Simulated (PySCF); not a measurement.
An excited-state job on `OON=O`.

Method: TDDFT CAM-B3LYP/def2-SVPD, vertical, gas phase, core orbitals frozen in the response (PySCF 2.14.0, density-fitted response routines). Geometry: PBE0-D3(BJ)/def2-SVP. The input is one job of a driver script: a line of settings, then coordinates in Å.

Command:
```bash
OMP_NUM_THREADS=1 python probes_run.py task.json out
```

Input:
```
{"job": {"kind": "uv", "xc": "CAM-B3LYP", "basis": "def2-SVPD", "ip": true}, "charge": 0, "multiplicity": 1}
O      1.938962    -0.190323    -0.454819
N      0.868032     0.249161    -0.548787
O     -0.036022    -0.536426     0.211432
O     -1.311422    -0.023227    -0.005022
H     -1.459550     0.500815     0.797196
```

Give the output.

```
coarse grid: 4944 points
cycle   1  E = -280.3401187524  dE =  6.559e-01  |g| = 8.725e-01  |ddm| = 2.625e+00
cycle   2  E = -280.0837613029  dE =  2.564e-01  |g| = 1.529e+00  |ddm| = 1.611e+00
cycle   3  E = -280.4791762377  dE = -3.954e-01  |g| = 2.011e-01  |ddm| = 1.029e+00
cycle   4  E = -280.4848568513  dE = -5.681e-03  |g| = 1.040e-01  |ddm| = 2.042e-01
cycle   5  E = -280.4868606477  dE = -2.004e-03  |g| = 2.069e-02  |ddm| = 7.931e-02
cycle   6  E = -280.4869249048  dE = -6.426e-05  |g| = 1.122e-02  |ddm| = 2.057e-02
cycle   7  E = -280.4869501870  dE = -2.528e-05  |g| = 1.961e-03  |ddm| = 8.783e-03
cycle   8  E = -280.4869521325  dE = -1.946e-06  |g| = 7.172e-04  |ddm| = 4.063e-03
final grid: 49992 points
cycle   9  E = -280.5446972506  dE = -9.533e-06  |g| = 3.001e-03  |ddm| = 1.813e-02
cycle  10  E = -280.5446937890  dE =  3.462e-06  |g| = 5.532e-03  |ddm| = 5.275e-03
cycle  11  E = -280.5446990406  dE = -5.252e-06  |g| = 3.249e-04  |ddm| = 3.454e-03
cycle  12  E = -280.5446990576  dE = -1.704e-08  |g| = 3.060e-04  |ddm| = 4.451e-04
cycle  13  E = -280.5446990784  dE = -2.076e-08  |g| = 6.815e-05  |ddm| = 2.771e-04
cycle  14  E = -280.5446990803  dE = -1.963e-09  |g| = 2.160e-05  |ddm| = 1.105e-04
cycle  15  E = -280.5446990807  dE = -3.321e-10  |g| = 5.853e-06  |ddm| = 6.055e-05
converged SCF energy = -280.5446990807

Static polarisability (au): isotropic 26.334, principal 18.365 20.652 39.985

Singlet excitations
state   eV       nm        f      main configurations
  1   3.3976    364.9   0.00133   H->L 0.96
  2   6.1175    202.7   0.04855   H-1->L 0.89
  3   6.6325    186.9   0.00294   H-2->L 0.92
  4   7.0281    176.4   0.00956   H->L+1 0.57, H->L+2 0.17
  5   7.8638    157.7   0.00290   H-1->L+1 0.49, H-1->L+2 0.24
  6   7.9245    156.5   0.00048   H-3->L 0.72, H-4->L 0.10
  7   8.0004    155.0   0.00803   H->L+2 0.54, H->L+1 0.20
  8   8.5983    144.2   0.00485   H-2->L+1 0.58, H-2->L+2 0.20
  9   8.9646    138.3   0.00670   H-1->L+2 0.56, H-1->L+1 0.31
 10   9.3294    132.9   0.00634   H-2->L+2 0.30, H->L+3 0.23, H-2->L+1 0.20

Triplet excitations (Tamm-Dancoff, eV): 2.3856 4.5204 6.0679 6.2920
Vertical ionisation energy (delta-SCF) = 11.4178 eV
Vertical electron affinity (delta-SCF) = 0.1739 eV
```

The SCF starts on a coarse grid where the log names one; the energy can jump when the final grid takes over, and dE then counts from the start density on the new grid. H and L stand for HOMO and LUMO; the number after each pair is its weight.

Give S1 in cm⁻¹ and kJ/mol.

3.3976 eV × 8065.54 = 27403 cm⁻¹; × 96.485 = 327.8 kJ/mol.

Which computed singlet has the largest oscillator strength, and what do all of them sum to?

State 2 at 6.12 eV (203 nm), f = 0.049; the 10 states sum to 0.092.

In short: HOMO -10.00 eV, LUMO -1.43 eV; lowest singlet 3.40 eV; lowest triplet 2.39 eV (Tamm–Dancoff); mean polarisability 26.3 au.

Estimate the wall time. Hardware: an x86-64 server with one thread, on a shared host.

About 10 s.

One conformer stands for the species.
Labels such as C1 count atoms from 1, the log's own numbers from 0.
